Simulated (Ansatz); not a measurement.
Program: Ansatz. Geometries: PBE0-D4/def2-TZVP. ΔE: electronic, gas phase. CBS: MP2 limit from def2 TZ/QZ plus the TZ coupled-cluster correction, frozen cores. DFT in def2-TZVPP. B3LYP here is the variant with VWN-RPA as its local correlation; programs differ in this. One conformer a species, not always the lowest.

Consider the isomerisation: `C=C(C)OC` → `CC1COC1`.

```json
{"level": "PBE0-D4", "ΔE (kcal/mol)": "6.7"}
{"level": "B3LYP-D4", "ΔE (kcal/mol)": "11.7"}
{"level": "B3LYP", "ΔE (kcal/mol)": "11.8"}
{"level": "HF/def2-QZVPP", "ΔE (kcal/mol)": "10.7"}
```

(1) What does CCSD(T)/CBS give? (An estimate is asked.)

Largest T1 diagnostic among the species: 0.012.

## Answers

(1) Computed: +8.6 kcal/mol. The listed levels differ from it by -1.9, 3.1, 3.2, 2.1 kcal/mol.

In def2-TZVPP, CCSD(T) changes the Hartree–Fock value by −2.4 kcal/mol (the triples alone add +0.6 kcal/mol) and MP2 by −2.8 kcal/mol. From PBE to PBE0 (25 % exact exchange), in def2-TZVPP and without D4, ΔE moves by −1.9 kcal/mol.
